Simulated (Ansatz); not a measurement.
# C4H4F2: up Jacob's ladder to CCSD(T)

An exercise on one series of results from a longer session: the logs are not shown, and one member is left open.

Program: Ansatz 0.2.0, Gaussian basis. Level of theory: functionals in def2-TZVPP, the program's frozen cores in correlated methods. These are calculated values, not measurements.

Levels to be run: LDA (SPW92), PBE-D4, revPBE-D4, BLYP-D4, r2SCAN-D4, B97M-V, PBE0-D4, B3LYP-D4, r2SCANh-D4, r2SCAN0-D4, HSE06-D4, BHLYP-D4, CAM-B3LYP-D4, LC-ωPBE, ωB97X-V, ωB97M-V, B2PLYP, PBE-QIDH; CCSD(T)/def2-SVP; CCSD(T)/def2-TZVPP; MP2/def2-QZVPP; extrapolation to the limit; RPA on PBE.

### Structure used throughout

The geometry comes from an earlier relaxation with PBE0-D4 in a triple-zeta def2 set; it is a stationary point, not always the lowest conformer.

SMILES `FC1=CCC1F`, 10 atoms, charge 0, spin multiplicity 1.

Atoms are counted from 1 here; the program's logs count them from 0.

Bond lengths: F1–C2 1.318 Å, C2–C3 1.328 Å, C2–C5 1.491 Å, C3–C4 1.517 Å, C3–H7 1.081 Å, C4–C5 1.553 Å, C4–H8 1.091 Å, C4–H9 1.093 Å, C5–F6 1.373 Å, C5–H10 1.094 Å. Angles: F1–C2–C3 134.1°, F1–C2–C5 129.5°, C3–C2–C5 96.3°, C2–C3–C4 92.2°, C2–C3–H7 134.8°, C4–C3–H7 133.0°, C3–C4–C5 86.5°, C3–C4–H8 115.2°, C3–C4–H9 116.6°, C5–C4–H8 111.7°, C5–C4–H9 115.3°, H8–C4–H9 109.9°, C2–C5–C4 84.8°, C2–C5–F6 116.8°, C2–C5–H10 115.8°, C4–C5–F6 115.7°, C4–C5–H10 114.8°, F6–C5–H10 107.9°.

The first run:

Contents of in.yaml:

```yaml
crystal:
  periodic: [false, false, false]
  atoms:
    - {symbol: F, position_ang: [2.232380, 0.344084, -0.828730]}
    - {symbol: C, position_ang: [1.049374, 0.050892, -0.327155]}
    - {symbol: C, position_ang: [0.556461, -0.993138, 0.329510]}
    - {symbol: C, position_ang: [-0.812775, -0.349776, 0.439815]}
    - {symbol: C, position_ang: [-0.232043, 0.808460, -0.416677]}
    - {symbol: F, position_ang: [-0.259289, 2.051218, 0.166683]}
    - {symbol: H, position_ang: [0.945235, -1.955363, 0.631114]}
    - {symbol: H, position_ang: [-1.088909, -0.013520, 1.440369]}
    - {symbol: H, position_ang: [-1.645630, -0.892627, -0.013606]}
    - {symbol: H, position_ang: [-0.661706, 0.898669, -1.418325]}
basis:
  gaussian: {orbitals: def2-TZVPP}
hamiltonian: {xc: lda}
output: {orbitals: {seedname: orbitals}}
```

Launch:

```sh
ansatz run in.yaml --threads 4 --pin off --events-out ev --progress --plain --max-ram 10444MiB
```

Steps of the session up to this table: LDA; PBE-D4 (GGA); revPBE-D4 (GGA); BLYP-D4 (GGA); r2SCAN-D4 (meta-GGA); B97M-V (meta-GGA); B3LYP-D4 (hybrid); r2SCANh-D4 (hybrid); r2SCAN0-D4 (hybrid); HSE06-D4 (hybrid); BHLYP-D4 (hybrid); CAM-B3LYP-D4 (range-separated); LC-ωPBE (range-separated); ωB97X-V (range-separated); ωB97M-V (range-separated); B2PLYP (double hybrid); PBE-QIDH (double hybrid).

One table of the session follows, with a row left open; its other results are not shown here.

It belongs to the step «Frontier levels by functional». 

```
  functional  HOMO (eV)  gap (eV)
 LDA (SPW92)      -6.60      5.23
      PBE-D4      -6.42      5.32
   revPBE-D4      -6.35      5.35
     BLYP-D4      -6.29      5.29
   r2SCAN-D4      -6.64      5.78
      B97M-V      -6.69      5.89
     PBE0-D4      -7.65      7.58
    B3LYP-D4      -7.44      7.10
  r2SCANh-D4      -7.10      6.62
  r2SCAN0-D4      -7.80      7.87
    HSE06-D4      -7.25      6.79
    BHLYP-D4          ?         ?
CAM-B3LYP-D4      -9.01     10.06
     LC-ωPBE     -10.36     12.65
     ωB97X-V      -9.98     12.18
     ωB97M-V      -9.88     11.94
```

**Question.** Estimate the row for BHLYP-D4.

Worked estimate for «HOMO (eV)». Against the share of exact exchange, BLYP-D4 (0, -6.29), B3LYP-D4 (0.2, -7.44) give a slope of -5.75 per unit share; at 0.5 the line stands at -9.16.

As computed: HOMO (eV): -8.75; gap (eV): 9.77. In «HOMO (eV)» the line misses by -0.41.
